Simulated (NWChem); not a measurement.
Atomisation of chloroform (CHCl3)

```
C
H 1 1.1032
Cl 1 1.7844 2 107.53
Cl 1 1.7845 2 107.53 3 -120.00
Cl 1 1.7845 2 107.53 3 120.00
```
Charge 0, spin multiplicity 1.

All runs are NWChem calculations. Structure: optimised with PBE/def2-SVP, a minimum by its harmonic frequencies.

Basis set: def2-TZVP. The atomisation energy is electronic alone: no zero-point, thermal, spin-orbit or counterpoise terms. No value is extrapolated to the basis-set limit. Free atoms are single determinants with multiplicities Cl 2, C 3, H 2.

B3LYP has NWChem's definition, with VWN1-RPA local correlation. The stability of the SCF solutions was not checked.

**Question.** Order these methods by the atomisation energy they give, lowest first: PBE0, BLYP, B3LYP, BHandHLYP.

**Answer.** BHandHLYP (316.2 kcal/mol), B3LYP (332.3 kcal/mol), BLYP (333.7 kcal/mol), PBE0 (347.2 kcal/mol)
